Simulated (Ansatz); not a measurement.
## Worked example: the enthalpy of HCl + C2H7N → NH3 + C2H5Cl

Species: HCl (hydrogen chloride), singlet; C2H7N `CCN`, singlet; NH3 (ammonia) `N`, singlet; C2H5Cl (chloroethane) `CCCl`, singlet. The partners trade Cl for NH2: H–Cl and C–NH2 bonds give way to H–NH2 and C–Cl.

Shapes, held fixed at every level: PBE0-D4/def2-TZVP. Flexible molecules stand in one conformer, not always the lowest. Programs: Ansatz 0.2.0. The zero-point and thermal terms to 298 K, harmonic and unscaled (PBE0-D4/def2-TZVP), stand in the table.

At CCSD(T)/CBS estimate; 1 Eh = 2625.50 kJ/mol:

```
species  energy (Eh)  H(298 K) − E (kJ/mol)  tabulated ΔfH (kJ/mol)
    HCl  -460.381270                   26.6                   -92.2
  C2H7N  -135.016517                  257.8                   -47.5
    NH3   -56.508800                  100.5                   -45.6
 C2H5Cl  -538.896553                  188.1                  -111.2
```

Q: Work out the reaction enthalpy at 298 K from the calculation and from the table of heats.

A: 
1. Electronic: (-56.508800) + (-538.896553) − [(-460.381270) + (-135.016517)] = -0.007566 Eh = -19.9 kJ/mol.
2. Zero-point and thermal: (100.5) + (188.1) − [(26.6) + (257.8)] = +4.2 kJ/mol.
3. Computed ΔH = -15.7 kJ/mol.
4. From the heats of formation (Active Thermochemical Tables, CRC Handbook of Chemistry and Physics): (-45.6) + (-111.2) − [(-92.2) + (-47.5)] = -17.1 kJ/mol.
5. Computed less tabulated: +1.4 kJ/mol. Tabulated heats carry uncertainties of their own.

The CBS estimate extrapolates MP2 from def2-TZVPP and def2-QZVPP and adds CCSD(T) − MP2 in the triple-zeta set, cores frozen.
